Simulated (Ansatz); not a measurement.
```yaml
crystal:
  periodic: [false, false, false]
  atoms:
    - {symbol: F, position_ang: [1.010928, 1.135343, -1.981103]}
    - {symbol: C, position_ang: [0.484395, 0.506319, -0.957957]}
    - {symbol: C, position_ang: [0.742545, -0.602429, -0.342043]}
    - {symbol: C, position_ang: [-0.191572, -0.625742, 0.799179]}
    - {symbol: C, position_ang: [-0.881546, 0.458712, 0.713948]}
    - {symbol: O, position_ang: [-0.437733, 1.194564, -0.324354]}
    - {symbol: H, position_ang: [1.525357, -1.375778, -0.681282]}
    - {symbol: H, position_ang: [-0.287055, -1.483278, 1.463387]}
    - {symbol: H, position_ang: [-1.658165, 0.854632, 1.309202]}
basis:
  gaussian: {orbitals: aug-pcseg-2, nuclear_model: gaussian}
magnetization: {spin_polarized: true, initial_magnetization: 2}
hamiltonian: {xc: {name: HF}}
correlation: {method: mp2, frozen_orbitals: {F: 9}}
output: {forces: true}
```

```sh
$ ansatz run in.yaml --threads 4 --pin off --events-out ev --progress --plain --max-ram 10444MiB
```

Shortened log:

```
Functional definition: HF
Error: "frozen_orbitals" has no count for C
```

(1) Something in this input is off. What?

Answers

(1) Frozen orbitals are typed for one element alone, and the program wants a count for each. The program refused the input.
